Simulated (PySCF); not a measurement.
One ligand changed at a time: Mo(CO)5L. Isolated molecules, 0 K electronic values unless said otherwise. One relaxed conformer stands for each flexible species; it need not be the lowest. Multiplicities are imposed; where one is given, others were not computed. Strings in code marks are SMILES.

These are B3LYP-D3(BJ)/def2-TZVP // BP86-D3(BJ)/def2-SVP (PySCF) values and carry that method's errors. All candidates: neutral, multiplicity 1. B3LYP has the VWN-RPA correlation part, as in Gaussian. 

```yaml
HOMO: -8.60 eV
dipole_moment: 2.12 D
HOMO–LUMO gap: 8.90 eV
```

**Question.** Which member has these values?
(A) `CSC`
(B) `C=C`
(C) `O`
(D) `N`

**Answer.** C, `O`. The others give `CSC`: -6.06 eV, 1.51 D, 6.65 eV; `N`: -7.52 eV, 1.83 D, 8.05 eV; `C=C`: -7.60 eV, 0.00 D, 7.36 eV
